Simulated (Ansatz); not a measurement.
Start from `CCOCF` and change one atom or group to get `O=CCOCF`.

Ansatz, PBE0-D4/def2-TZVP geometries, multiplicity 1. Each molecule was computed in one conformer, which needn't be the lowest.

| property | `CCOCF` |
| --- | --- |
| LUMO energy (PBE/def2-TZVPP) / eV | 0.60 |
| size of the dipole moment (PBE/def2-TZVPP) / D | 1.65 |
| HOMO energy (ωB97M-V/def2-TZVPP) / eV | -10.75 |
| HOMO–LUMO gap (B3LYP/def2-TZVPP) / eV | 9.15 |
| HOMO energy (PBE/def2-TZVPP) / eV | -6.72 |
| HOMO energy (PBE0/def2-TZVPP) / eV | -8.33 |

**Question.** What does the change do to each property? (Estimate.)

**Answer.** The calculation gave: 
```json
{"property": "LUMO energy (PBE/def2-TZVPP) / eV", "`O=CCOCF`": "-2.25", "shift": "-2.85"}
{"property": "size of the dipole moment (PBE/def2-TZVPP) / D", "`O=CCOCF`": "1.75", "shift": "0.10"}
{"property": "HOMO energy (ωB97M-V/def2-TZVPP) / eV", "`O=CCOCF`": "-10.11", "shift": "0.64"}
{"property": "HOMO–LUMO gap (B3LYP/def2-TZVPP) / eV", "`O=CCOCF`": "6.17", "shift": "-2.98"}
{"property": "HOMO energy (PBE/def2-TZVPP) / eV", "`O=CCOCF`": "-6.13", "shift": "0.59"}
{"property": "HOMO energy (PBE0/def2-TZVPP) / eV", "`O=CCOCF`": "-7.72", "shift": "0.61"}
```

With PBE0 the HOMO rises by 0.61 eV and the LUMO falls by 2.45 eV, so the gap narrows by about 3.06 eV. PBE moves the HOMO by 0.59 eV and ωB97M-V by 0.64 eV. Dipoles are sizes alone; their direction can turn.

B3LYP here is the variant with VWN-RPA as its local correlation; programs differ in this.
